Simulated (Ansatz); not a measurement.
**Relaxing CsNa**

The calculation used Ansatz, DFT PBE, scalar-relativistic, plane waves, PAW. Cutoff 420 eV, Γ-centred k mesh, Gaussian smearing, no spin polarisation in the final step.

CsNa was placed on the caesium chloride structure type (Pm-3m, No. 221), with Na in place of Cl, at a guessed volume.

```
CELL_PARAMETERS angstrom
4.08061 0.00000 0.00000
0.00000 4.08061 0.00000
0.00000 0.00000 4.08061
ATOMIC_POSITIONS crystal
Cs 0.00000 0.00000 0.00000
Na 0.50000 0.50000 0.50000
```

Cell and atoms relax at zero pressure; the relaxation can't lower the symmetry of the start. After a coarse first stage the cell is made exact in the group found at 0.06 Å.

Energies over the elements count from the elements' standard structures at the same level, with no empirical corrections.

**Question.** Describe the relaxed structure.

**Answer.** It keeps Pm-3m (No. 221). The result has the caesium chloride structure. Conventional cell: a = 5.190 Å. Around Cs lie 8 Na at 4.49 Å and 6 Cs at 5.19 Å; around Na lie 8 Cs at 4.49 Å and 6 Na at 5.19 Å.

```cif
data_structure
_symmetry_space_group_name_H-M 'Pm-3m'
_symmetry_Int_Tables_number 221
_cell_length_a 5.1902
_cell_length_b 5.1902
_cell_length_c 5.1902
_cell_angle_alpha 90.000
_cell_angle_beta 90.000
_cell_angle_gamma 90.000
_cell_volume 139.81
loop_
_atom_site_label
_atom_site_type_symbol
_atom_site_symmetry_multiplicity
_atom_site_Wyckoff_symbol
_atom_site_fract_x
_atom_site_fract_y
_atom_site_fract_z
_atom_site_occupancy
Cs1 Cs 1 a 0.00000 0.00000 0.00000 1
Na1 Na 1 b 0.50000 0.50000 0.50000 1
```

**Question.** What are its volume, energy, density and gap?

**Answer.** The volume per atom is 69.91 Å³ and the density is 1.85 g/cm³. The energy over the elements is 0.02 eV/atom and the gap on the 12×12×12 mesh is 0 eV (a metal).

The final run used a 12×12×12 mesh on its 2-atom cell and 0.10 eV smearing. The k mesh leaves about 4 meV/atom of noise in metals. A structure relaxed within its symmetry needn't be a true minimum. The steps took about 28 core-seconds in all.

Cost: 3 runs of about 0.47 core-minutes in all, on Arm Neoverse V2 (shared hosts).